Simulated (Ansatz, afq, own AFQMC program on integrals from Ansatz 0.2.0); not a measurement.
AlH, triplet: AFQMC among the cluster methods

```xyz
2

Al    0.0000    0.0000    0.0000
H     0.0000    0.0000    1.6045
```

Basis cc-pVTZ. Only valence electrons are correlated. AFQMC by an in-house program on the Cholesky factors that Ansatz 0.2.0 writes for its CCSD(T) run. ph-AFQMC/CISD is guided by a CISD state made of CCSD amplitudes; releasing the constraint for a short imaginary time cuts its bias at the price of noise, slowly where states lie close. Free projection: walkers drawn from exp(T), propagated without any constraint. Its projection time is finite, and what remains of the start isn't in its error. Uncertainties: one standard error, sampling alone.

Determinant: UHF, the one that the program's search chose, which needn't be the lowest solution. The geometry is a PBE0/def2-TZVP stationary point of this or a neighbouring charge and spin state.

Full CI on the same integrals is exact in this basis and with this determinant's frozen core.

Cautions: another spin lies lower (by 1.86 eV).

The T1 diagnostic is 0.0275, the weight of the determinant in the CISD state is 0.945 and the ⟨S²⟩ of the determinant is 2.008. The size of the correlated space is 4 electrons in 43 orbitals.

Reference: full CI, correlation energy -1.585 eV. The released energy is read at 2.40 1/Eh (meV from the phaseless value at times in 1/Eh: 0.1 ± 0.6 at 0.24, -1.5 ± 0.9 at 0.51, -0.9 ± 0.8 at 0.99, -2.8 ± 0.6 at 1.62, -5.8 ± 1.1 at 2.40).

| level | E − E(reference) (meV) | share of correlation (%) |
| --- | --- | --- |
| HF | 1585.0 | 0.00 |
| MP2 | 444.4 | 71.96 |
| CCSD | 55.4 | 96.50 |
| CCSD(T) | 16.2 | 98.98 |
| CCSDT | 0.7 | 99.95 |
| CCSDT(Q) | 0.1 | 99.99 |
| ph-AFQMC/CISD | 6.1 ± 1.2 | 99.62 |
| released AFQMC | 0.3 ± 1.1 | 99.98 |
| free AFQMC | 0.7 ± 0.4 | 99.95 |

CCSDT and higher add their correlation energy to the determinant of the CCSD(T) run, since their own runs factorise the integrals more tightly (a shift of under 2 meV). Free projections are given only where their last times agree within the noise and don't stop above the reference; a slow remainder of the start can still hide under it. A walk keeps the symmetry of its determinant, which the program's search chose and which needn't be the lowest solution, so a lower state of the same spin and another symmetry isn't excluded. Released energies are given only where the last usable release times agree within the noise; a slower fall can still hide under it.
